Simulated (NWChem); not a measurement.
Program: NWChem. System: isobutane (C₄H₁₀), charge 0, spin multiplicity 1, at a geometry optimised with PBE/def2-SVP. Level: PBE0/def2-TZVP.

Output (cleaned and shortened):

```
             Northwest Computational Chemistry Package (NWChem) 7.3.0
             --------------------------------------------------------

                                NWChem Input Module
                                -------------------

 Scaling coordinates for geometry "geometry" by  1.889725989
 (inverse scale =  0.529177249)

 Turning off AUTOSYM since
 SYMMETRY directive was detected!

                             Geometry "geometry" -> ""
                             -------------------------

 Output coordinates in angstroms (scale by  1.889725989 to convert to a.u.)

  No.       Tag          Charge          X              Y              Z
 ---- ---------------- ---------- -------------- -------------- --------------
    1 C                    6.0000     0.25253500    -0.69297800     1.26692500
    2 C                    6.0000    -0.36101400    -0.08098100     0.00000000
    3 C                    6.0000     0.25253500    -0.69297800    -1.26692500
    4 C                    6.0000    -0.22775200     1.44818700     0.00000000
    5 H                    1.0000     0.12678200    -1.79523400     1.29024200
    6 H                    1.0000     1.34234500    -0.48088000     1.32123900
    7 H                    1.0000    -0.21264000    -0.28085000     2.18620200
    8 H                    1.0000    -1.44866300    -0.32491600     0.00000000
    9 H                    1.0000     0.12678200    -1.79523400    -1.29024200
   10 H                    1.0000     1.34234500    -0.48088000    -1.32123900
   11 H                    1.0000    -0.21264000    -0.28085000    -2.18620200
   12 H                    1.0000    -0.70177200     1.89950100    -0.89606000
   13 H                    1.0000    -0.70177200     1.89950100     0.89606000
   14 H                    1.0000     0.84141500     1.75234000     0.00000000

 Effective nuclear repulsion energy (a.u.)     133.5080356405

            Nuclear Dipole moment (a.u.)
            ----------------------------
        X                 Y               Z
 ---------------- ---------------- ----------------
     0.0000113384    -0.0000037795    -0.0000000000

      Symmetry information
      --------------------

 Group name             Cs
 Group number              2
 Group order               2
 No. of unique centers     9

      Symmetry unique atoms

     1    2    4    5    6    7    8   12   14


 Summary of "ao basis" -> "" (spherical)
 ------------------------------------------------------------------------------
       Tag                 Description            Shells   Functions and Types
 ---------------- ------------------------------  ------  ---------------------
 *                         def2-tzvp                  on all atoms

                                 NWChem DFT Module
                                 -----------------

 Summary of "ao basis" -> "ao basis" (spherical)
 ------------------------------------------------------------------------------
       Tag                 Description            Shells   Functions and Types
 ---------------- ------------------------------  ------  ---------------------
 C                         def2-tzvp                11       31   5s3p2d1f
 H                         def2-tzvp                 4        6   3s1p

 Summary of "ao basis" -> "ao basis" (spherical)
 ------------------------------------------------------------------------------
       Tag                 Description            Shells   Functions and Types
 ---------------- ------------------------------  ------  ---------------------
 C                         def2-tzvp                11       31   5s3p2d1f
 H                         def2-tzvp                 4        6   3s1p

      Symmetry analysis of basis
      --------------------------

        a'        107
        a"         77

            General Information
            -------------------
          SCF calculation type: DFT
          Wavefunction type:  closed shell.
          No. of atoms     :    14
          No. of electrons :    34
           Alpha electrons :    17
            Beta electrons :    17
          Charge           :     0
          Spin multiplicity:     1
          Use of symmetry is: on ; symmetry adaption is: on
[...]
     calls:        1         0         0         0         0
   data(b): 5.24e+05  0.00e+00  0.00e+00  0.00e+00
   time(s): 0.00e+00  0.00e+00  0.00e+00  0.00e+00  0.00e+00
rate(mb/s): 0.00e+00  0.00e+00
------------------------------------------------------------

 Grid integrated density:      34.000064478124
 Requested integration accuracy:   0.10E-05

   convergence    iter        energy       DeltaE   RMS-Dens  Diis-err    time
 ---------------- ----- ----------------- --------- --------- ---------  ------
 d= 0,ls=0.0,diis     1   -155.7388618958 -2.89D+02  3.16D+01  9.28D+00     5.0
 d= 0,ls=0.0,diis     2   -157.9902759527 -2.25D+00  7.51D-03  2.32D+00     6.8
 d= 0,ls=0.0,diis     3   -158.1591412730 -1.69D-01  3.51D-03  1.12D+00     8.5
 d= 0,ls=0.0,diis     4   -158.3042736778 -1.45D-01  5.29D-04  1.41D-02    10.3
 d= 0,ls=0.0,diis     5   -158.3059202060 -1.65D-03  1.47D-04  1.07D-03    12.0
  Resetting Diis
 d= 0,ls=0.0,diis     6   -158.3060665643 -1.46D-04  2.82D-05  4.08D-05    13.9
 d= 0,ls=0.0,diis     7   -158.3060719663 -5.40D-06  8.87D-06  3.67D-06    15.6
 d= 0,ls=0.0,diis     8   -158.3060718704  9.59D-08  4.61D-06  4.51D-06    17.4

         Total DFT energy =     -158.306071870394
      One electron energy =     -475.650436020697
           Coulomb energy =      209.036777450617
    Exchange-Corr. energy =      -25.200448940796
 Nuclear repulsion energy =      133.508035640481

 Numeric. integr. density =       34.000016812625

     Total iterative time =     16.9s

                  Occupations of the irreducible representations
                  ----------------------------------------------

                     irrep           alpha         beta
                     --------     --------     --------
                     a'               11.0         11.0
                     a"                6.0          6.0

                       DFT Final Molecular Orbital Analysis
                       ------------------------------------

 Vector   15  Occ=2.000000D+00  E=-3.379259D-01  Symmetry=a"
              MO Center= -1.0D-01, -3.1D-02, -1.9D-13, r^2= 3.2D+00
   Bfn.  Coefficient  Atom+Function         Bfn.  Coefficient  Atom+Function
  ----- ------------  ---------------      ----- ------------  ---------------
    39      0.241411   2 C  pz                8     -0.212780   1 C  pz
    70     -0.212780   3 C  pz               42      0.197573   2 C  pz
    11     -0.166320   1 C  pz               73     -0.166320   3 C  pz
   101     -0.129703   4 C  pz              138     -0.124481   7 H  s
   162      0.124481  11 H  s               168      0.107902  12 H  s

 Vector   16  Occ=2.000000D+00  E=-3.379124D-01  Symmetry=a'
              MO Center= -1.0D-01, -1.6D-02,  1.9D-13, r^2= 3.2D+00
   Bfn.  Coefficient  Atom+Function         Bfn.  Coefficient  Atom+Function
  ----- ------------  ---------------      ----- ------------  ---------------
    38      0.235537   2 C  py              100     -0.236205   4 C  py
    41      0.192761   2 C  py              103     -0.186206   4 C  py
     7     -0.152793   1 C  py               69     -0.152793   3 C  py
   126      0.134158   5 H  s               150      0.134158   9 H  s
    10     -0.116255   1 C  py               72     -0.116255   3 C  py

 Vector   17  Occ=2.000000D+00  E=-3.278381D-01  Symmetry=a'
              MO Center= -1.3D-01, -2.9D-02, -1.9D-14, r^2= 3.0D+00
   Bfn.  Coefficient  Atom+Function         Bfn.  Coefficient  Atom+Function
  ----- ------------  ---------------      ----- ------------  ---------------
    37      0.235350   2 C  px              144     -0.227713   8 H  s
    40      0.182405   2 C  px              145     -0.164806   8 H  s
   143     -0.146389   8 H  s                 6     -0.131481   1 C  px
    68     -0.131481   3 C  px              132     -0.124795   6 H  s
   156     -0.124795  10 H  s               180     -0.124822  14 H  s

 Vector   18  Occ=0.000000D+00  E= 4.022444D-02  Symmetry=a'
              MO Center= -1.9D-01, -4.2D-02, -1.5D-15, r^2= 8.6D+00
   Bfn.  Coefficient  Atom+Function         Bfn.  Coefficient  Atom+Function
  ----- ------------  ---------------      ----- ------------  ---------------
     5      2.198929   1 C  s                67      2.198929   3 C  s
    98      2.198654   4 C  s               145     -1.046093   8 H  s
   127     -0.957525   5 H  s               139     -0.957405   7 H  s
   151     -0.957525   9 H  s               163     -0.957405  11 H  s
   169     -0.957357  12 H  s               175     -0.957357  13 H  s

 Vector   19  Occ=0.000000D+00  E= 8.629930D-02  Symmetry=a'
              MO Center=  1.2D-01,  2.6D-02, -4.2D-13, r^2= 7.7D+00
   Bfn.  Coefficient  Atom+Function         Bfn.  Coefficient  Atom+Function
  ----- ------------  ---------------      ----- ------------  ---------------
    36      3.738509   2 C  s               145     -2.598809   8 H  s
     5     -1.486051   1 C  s                67     -1.486051   3 C  s
    98     -1.485291   4 C  s               133      1.115651   6 H  s
   157      1.115651  10 H  s               181      1.115332  14 H  s
    43     -1.100928   2 C  px               44     -0.246962   2 C  py

 Vector   20  Occ=0.000000D+00  E= 9.300049D-02  Symmetry=a"
              MO Center=  1.8D-01, -4.8D-01,  2.4D-13, r^2= 9.6D+00
   Bfn.  Coefficient  Atom+Function         Bfn.  Coefficient  Atom+Function
  ----- ------------  ---------------      ----- ------------  ---------------
     5      4.415649   1 C  s                67     -4.415649   3 C  s
   133     -1.547450   6 H  s               157      1.547450  10 H  s
   139     -1.460691   7 H  s               163      1.460691  11 H  s
    45     -1.178176   2 C  pz              127     -1.108354   5 H  s
   151      1.108354   9 H  s               169      0.352519  12 H  s

------------------------------------------------------------
EAF file 0: "./mol.aoints.0" size=524288 bytes
------------------------------------------------------------
               write      read    awrite     aread      wait
               -----      ----    ------     -----      ----
     calls:        1         7         0         0         0
   data(b): 5.24e+05  3.67e+06  0.00e+00  0.00e+00
   time(s): 0.00e+00  0.00e+00  0.00e+00  0.00e+00  0.00e+00
rate(mb/s): 0.00e+00  0.00e+00
------------------------------------------------------------

 center of mass
 --------------
 x =  -0.01621154 y =  -0.00363190 z =   0.00000000

 moments of inertia (a.u.)
 ------------------
         396.439720671027          36.332502123126          -0.000000000000
          36.332502123126         242.611663131916          -0.000000000000
          -0.000000000000          -0.000000000000         234.458999943856

     Multipole analysis of the density
     ---------------------------------

     L   x y z        total         alpha         beta         nuclear
     -   - - -        -----         -----         ----         -------
     0   0 0 0     -0.000000    -17.000000    -17.000000     34.000000

     1   1 0 0     -0.049885     -0.024948     -0.024948      0.000011
     1   0 1 0     -0.011227     -0.005612     -0.005612     -0.000004
     1   0 0 1     -0.000000     -0.000000     -0.000000     -0.000000

     2   2 0 0    -21.104835    -27.294335    -27.294335     33.483835
     2   1 1 0      0.097633     11.210611     11.210611    -22.323589
     2   1 0 1     -0.000000     -0.000000     -0.000000      0.000000
     2   0 2 0    -21.518317    -74.759580    -74.759580    128.000843
     2   0 1 1      0.000000      0.000000      0.000000      0.000000
     2   0 0 2    -21.539683    -77.275177    -77.275177    133.010671

 Task  times  cpu:       17.4s     wall:       17.4s

 Total times  cpu:       17.4s     wall:       17.4s
```

Problem. Write an NWChem input that would produce this output.

Solution. One answer among several that fit: 
```
start mol
memory heap 200 mb stack 900 mb global 1100 mb
geometry units angstroms nocenter noautoz
  C      0.252535    -0.692978     1.266925
  C     -0.361014    -0.080981     0.000000
  C      0.252535    -0.692978    -1.266925
  C     -0.227752     1.448187     0.000000
  H      0.126782    -1.795234     1.290242
  H      1.342345    -0.480880     1.321239
  H     -0.212640    -0.280850     2.186202
  H     -1.448663    -0.324916     0.000000
  H      0.126782    -1.795234    -1.290242
  H      1.342345    -0.480880    -1.321239
  H     -0.212640    -0.280850    -2.186202
  H     -0.701772     1.899501    -0.896060
  H     -0.701772     1.899501     0.896060
  H      0.841415     1.752340     0.000000
  symmetry group Cs
end
basis spherical
  * library def2-tzvp
end
dft
  xc pbe0
  semidirect memsize 60000000 filesize 0
  iterations 100
end
task dft energy
```
